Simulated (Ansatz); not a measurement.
Ansatz (a quantum-chemistry and plane-wave program) input (B3LYP-D3(BJ)/def2-TZVP):

Ansatz 0.2 input:
```yaml
crystal:
  periodic: [false, false, false]
  atoms:
    - {symbol: C, position_ang: [0.01809122, -0.07284315, -0.58818320]}
    - {symbol: N, position_ang: [-0.06798313, 0.06603142, 0.60061759]}
basis:
  gaussian:
    orbitals: def2-TZVP
hamiltonian:
  xc: b3lyp
  dispersion: d3bj
total_charge: -1
relax: {f_tol: 0.002, max_steps: 150}
```

Output:

```
Functional definition: B3LYP
integrals: 0.01 GiB planned
335 factors; their error is unknown
mean field: 0.10 GiB planned
mean field evaluation 1: about -2527.3970 eV, gradient 1.1e1 eV
mean field evaluation 2: about -2526.2685 eV, gradient 2.6e1 eV
mean field evaluation 4: about -2527.6825 eV, gradient 7.8e-1 eV
mean field evaluation 8: about -2527.6913 eV, gradient 1.6e-1 eV
mean field -2527.69134677 eV, -92.8909436631 hartree, gradient 9.1e-6 eV, S^2 0.000000; 0 other end points of the search recorded, 0 dependent functions left out
the calculation of the forces begins
reference -2527.69150282 eV, -92.8909493976 hartree; 7, 7 occupied and 55, 55 virtual orbitals, 335 factors
relax step   1: F+E_penalty+E_count = -2527.71755983 eV  Δ(F+E_penalty+E_count) = +0.000e0 eV  max|allowed force component| = 2.913e0 eV/Å  Δτ_max = 0.0000 Å  (24 SCF iters, accepted)
these checks for a lower state are left out or cut short: starts, cluster_reference, orbital_swaps, neighbouring_geometries, increment
integrals: 0.01 GiB planned
335 factors; their error is unknown
mean field: 0.10 GiB planned
mean field evaluation 16: about -2527.7173 eV, gradient 2.6e0 eV
mean field -2527.73634765 eV, -92.8925974148 hartree, gradient 1.9e-5 eV, S^2 0.000000; 0 other end points of the search recorded, 0 dependent functions left out
the calculation of the forces begins
reference -2527.73650389 eV, -92.8926031566 hartree; 7, 7 occupied and 55, 55 virtual orbitals, 335 factors
relax step   2: F+E_penalty+E_count = -2527.76256433 eV  Δ(F+E_penalty+E_count) = -4.500e-2 eV  max|allowed force component| = 1.570e-1 eV/Å  Δτ_max = 0.0141 Å  (29 SCF iters, accepted)
these checks for a lower state are left out or cut short: starts, cluster_reference, orbital_swaps, neighbouring_geometries, increment
integrals: 0.01 GiB planned
335 factors; their error is unknown
mean field: 0.10 GiB planned
mean field -2527.73646294 eV, -92.8926016516 hartree, gradient 1.8e-5 eV, S^2 0.000000; 0 other end points of the search recorded, 0 dependent functions left out
the calculation of the forces begins
reference -2527.73661919 eV, -92.8926073938 hartree; 7, 7 occupied and 55, 55 virtual orbitals, 335 factors
relax step   3: F+E_penalty+E_count = -2527.76267980 eV  Δ(F+E_penalty+E_count) = -1.155e-4 eV  max|allowed force component| = 1.041e-2 eV/Å  Δτ_max = 0.0008 Å  (29 SCF iters, accepted)
these checks for a lower state are left out or cut short: starts, cluster_reference, orbital_swaps, neighbouring_geometries, increment
integrals: 0.01 GiB planned
335 factors; their error is unknown
mean field: 0.10 GiB planned
mean field evaluation 32: about -2527.7293 eV, gradient 1.6e-1 eV
mean field -2527.73646345 eV, -92.8926016706 hartree, gradient 1.8e-5 eV, S^2 0.000000; 0 other end points of the search recorded, 0 dependent functions left out
the calculation of the forces begins
reference -2527.73661971 eV, -92.8926074128 hartree; 7, 7 occupied and 55, 55 virtual orbitals, 335 factors
relax step   4: F+E_penalty+E_count = -2527.76268031 eV  Δ(F+E_penalty+E_count) = -5.064e-7 eV  max|allowed force component| = 3.139e-5 eV/Å  Δτ_max = 0.0000 Å  (28 SCF iters, accepted)
integrals: 0.01 GiB planned
335 factors; their error is unknown
mean field: 0.10 GiB planned
mean field -2527.73646345 eV, -92.8926016706 hartree, gradient 1.8e-5 eV, S^2 0.000000; 1 other end points of the search recorded, 0 dependent functions left out
the calculation of the forces begins
reference -2527.73661971 eV, -92.8926074128 hartree; 7, 7 occupied and 55, 55 virtual orbitals, 335 factors
Total energy: -2527.76283656 eV, -92.8935708645 hartree
Atom 0 at     0.017025    -0.071124    -0.573464 Å, force    -0.000002     0.000004     0.000031 eV/Å
Atom 1 at    -0.066917     0.064312     0.585898 Å, force     0.000002    -0.000004    -0.000031 eV/Å
Dipole moment:    -0.009914     0.015996     0.136932 e Å
```
